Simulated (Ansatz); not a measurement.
# H2Si–Al⁺, triplet: reading a ladder of total energies

Geometry: that of the H2Si–Al, doublet, kept fixed. The singlet lies 0.5 eV lower here.

| atom | x (Å) | y (Å) | z (Å) |
| --- | --- | --- | --- |
| Si | -0.0563 | 0.0000 | 1.1568 |
| Al | 0.0305 | 0.0000 | -1.3507 |
| H | 0.3768 | -1.1894 | 1.9627 |
| H | 0.3768 | 1.1894 | 1.9627 |

Basis cc-pVDZ; Ansatz 0.2.0. Only valence electrons are correlated (noble-gas cores frozen), which leaves 8 electrons in 36 orbitals. Prefix R: restricted or restricted open-shell reference; prefix U: unrestricted.

Full CI isn't at hand for all of this; UCCSDTQ serves as the reference, and is uncertain by the last step of the cluster series or more.

UCCSD has a T1 diagnostic of 0.029 and a largest doubles amplitude of 0.07.

Runs differ by some tens of microhartree through their thresholds and, for an open shell, their frozen cores, so steps under 0.03 kcal/mol mean nothing.

```csv
level,total energy (hartree)
UHF,-531.696387
UMP2,-531.801376
UCCSD,-531.835028
UCCSD(T),-531.839276
UCCSDT,-531.840613
UCCSDT(Q),-531.840833
UCCSDTQ,-531.840859
```

Task: What is the correlation energy at UCCSDTQ, and what share of it do UMP2 and UCCSDT recover?

Result: E(corr) = -531.840859 − (-531.696387) = -0.144472 hartree = -3.931 eV. UMP2: -0.104989 / -0.144472 = 72.67 %. UCCSDT: -0.144226 / -0.144472 = 99.83 %.

Task: By how many kcal/mol does UCCSD(T) miss UCCSDTQ (1 hartree = 627.509 kcal/mol), and which steps make up the rest?

Result: -531.839276 − (-531.840859) = 0.001583 hartree = 0.99 kcal/mol. Steps: UCCSDT − UCCSD(T) = -0.84, UCCSDT(Q) − UCCSDT = -0.14, UCCSDTQ − UCCSDT(Q) = -0.02 kcal/mol. Differences between like states or geometries often cancel part of this.
